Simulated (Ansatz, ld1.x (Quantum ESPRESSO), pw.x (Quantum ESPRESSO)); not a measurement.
**W (Z = 74) (sc): variants of one RRKJ potential in the solid**

ld1.x (Quantum ESPRESSO) 7.5 input, shortened:

```
&input
   title='W', zed=74., rel=1, dft='PW', iswitch=3,
   config='[Xe] 4f14 5d4 6s2 6p0'
 /
 &inputp
   pseudotype=2, tm=.false., lloc=0,
   nlcc=.true., new_core_ps=.true., rcore=2.15
 /
3
6P  2  1   0.00   0.00  2.65  2.65  0.0
5D  3  2   4.00   0.00  2.10  2.10  0.0
6S  1  0   2.00   0.00  2.70  2.70  0.0
 &test
   configts(1)='5d4 6s2 6p0'
 /
```

Crystal test: sc W in pw.x 7.5, no spin, 13³ k-points, Fermi–Dirac smearing 0.01 Ry, cutoffs set for each file from its atomic test. The reference is all-electron LAPW (Ansatz 0.2.0) with the same functional, mesh and smearing; V0 and B0 come from Birch–Murnaghan fits to the pressures at five volumes. Errors are pseudo minus all-electron; Δ is the rms difference of the E(V) curves that follow from these fits, minima aligned, over ±6 % about the mean V0. Mesh and smearing are coarse, so the numbers serve the comparison and aren't converged zero-temperature values; the lattice is a test structure that the element need not adopt.

All-electron: a0 = 2.590 Å (V0 = 17.36 Å³/atom), B0 = 240.5 GPa.

Base: The largest radius (2.70 bohr) exceeds half the bond length (2.45 bohr), so the spheres overlap, which is one possible source of error among others. This is a poor potential for the solid.

1 further variants are left out: they gave no file fit for a test, a broken result, the same result as the base, or pressures whose basis-set error rivals the error shown.

A dash in a converged row means that the minimum lies outside the volumes sampled.

```csv
change,cutoffs (Ry),pw.x,a0 (Å),a0 error (%),B0 error (%),Δ (meV/atom),mean pressure error (GPa)
base,50/200,converged,2.617,+1.07,-2.5,29.3,+7.79
wave 5d (bound): rc 2.10 bohr becomes 5d (bound): rc 2.98 bohr,50/200,converged,2.617,+1.08,-4.3,29.2,+7.75
wave 6s (bound): rc 2.70 bohr becomes 6s (bound): rc 3.58 bohr,50/200,converged,–,–,–,–,-11.42
core correction Bessel-smoothed model core inside 2.54 bohr,50/200,converged,2.616,+1.04,-2.9,28.4,+7.55
```

Q: Give the row for: wave 6p (bound): rc 2.65 bohr becomes 6p (bound): rc 3.68 bohr.

A: pw.x: converged; mean pressure error (GPa): +4.03; a0 (Å): 2.604; a0 error (%): +0.57; B0 error (%): -2.7; Δ (meV/atom): 15.4.
